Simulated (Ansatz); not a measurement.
**Strength of the Li–S bond: LiSH → HS + Li**

Species: LiSH `[Li][SH]`, singlet; HS, doublet; Li atom, doublet. 

Shapes, held fixed at every level: PBE0-D4/def2-TZVP. Programs: Ansatz 0.2.0. The zero-point and thermal change to 298 K, harmonic and unscaled (PBE0-D4/def2-TZVP), is -2.2 kJ/mol.

(1) Estimate ΔH(298 K) of this reaction.

## Answers

(1) The highest level, CCSD(T)/def2-TZVPP, gives ΔH(298 K) = +315.9 kJ/mol; the levels span +213.2 to +340.4. The column of differences is taken from that level and isn't an error. Hartree–Fock misses the correlation of the pair that is broken and comes out low. No measured value is set beside it here. Open shells run unrestricted unless RO is named. Correlated rows may include outer-core shells of Li, which these sets cover unevenly.

```csv
level,kind,ΔH(298 K) (kJ/mol),less CCSD(T)/def2-TZVPP
HF/def2-SVP,Hartree–Fock,+213.5,-102.4
HF/def2-TZVPP,Hartree–Fock,+213.2,-102.7
r2SCAN0-D4/def2-TZVPP,global hybrid,+319.1,+3.2
wB97M-V/def2-TZVPP,range-separated hybrid,+340.4,+24.5
MP2/def2-TZVPP,perturbation theory,+322.9,+7.0
CCSD/def2-TZVPP,coupled cluster or CI,+308.6,-7.3
CCSD(T)/def2-TZVPP,coupled cluster or CI,+315.9,0.0
```
